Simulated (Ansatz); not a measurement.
# Body-centred tetragonal In

Calculation: rVV10 in Ansatz (PAW).

Numerical settings: plane-wave cutoff 500 eV, 32×32×32 k mesh, Fermi–Dirac smearing 0.1 eV, scalar-relativistic PAW data made under PBE.

Cell: relaxed at this level.

For body-centred tetragonal In, the equilibrium volume per atom comes out as 28.15 Å³/atom, the equilibrium lattice constant a is 3.351 Å and the lattice parameter c comes out as 5.012 Å.

Measured, for comparison: lattice constant a 3.252 Å, lattice parameter c 4.947 Å (293 K, not corrected to a static lattice; as tabulated in Wikipedia's data pages). Computed (rounded) less measured: lattice constant a +3.0 %, lattice parameter c +1.3 %.

Spin–orbit coupling is not included.

The computed numbers hold no vibrational or temperature effects.

Cost on a shared machine: about 4 core-minutes (a rough figure).

Ansatz is an electronic-structure program.
